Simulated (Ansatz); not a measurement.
**Hafnium, hcp: convergence with cold smearing**

Computed with Ansatz, LDA, scalar-relativistic PAW, on the relaxed cell (a = 3.118 Å, c = 4.948 Å (c/a = 1.587); spin not included). Errors count from a run at 420 eV on a Γ-centred 19×19×11 mesh with Fermi-Dirac smearing of 0.1 eV, extrapolated to zero width. Fixed here: cutoff 420 eV, mesh 12×12×7. The SCF starts from atomic densities corrected by a trained network.

| width (eV) | E(σ→0) error (meV/atom) | F error (meV/atom) | P (GPa) | SCF iterations |
| --- | --- | --- | --- | --- |
| 0.01 | 1.3 | 1.3 | 0.17 | 6 |
| 0.03 | 1.2 | 1.2 | 0.11 | 6 |
| 0.1 | 1.1 | 0.6 | 0.02 | 6 |
| 0.2 | 0.4 | -0.9 | -0.01 | 6 |
| 0.3 | -1.5 | -2.7 | -0.11 | 6 |
| 0.6 | -3.9 | 6.6 | -0.32 | 6 |
| 1.0 | 20.5 | 15.9 | -0.02 | 6 |
